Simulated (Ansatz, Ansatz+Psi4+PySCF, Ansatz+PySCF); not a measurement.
```yaml
atoms:
  - { symbol: N, position_ang: [-0.0839, 0.6411, -0.0100] }
  - { symbol: N, position_ang: [-0.0764, -0.5389, 0.0173] }
  - { symbol: H, position_ang: [0.8668, -1.0097, 0.0161] }
```

Basis set: cc-pVTZ (spherical functions). Frozen core: 2 orbitals. Correlation on ROHF uses semicanonical orbitals with singles. Charge 0, multiplicity 2.

Computed with Ansatz (development build ahead of 0.2.0); each method stands on the lowest determinant of its kind that the runs found.

The atomization energy at this shape (free ground-state atoms in the same class of orbitals less the molecule, no zero-point energy) of doublet N2H:

```json
{"method": "UHF-MP2", "atomization energy": "207.63 kcal/mol"}
```

Q: What does ROHF-MP2 give?

A: 216.27 kcal/mol. Caution for UHF-MP2: the unrestricted determinant is spin contaminated.
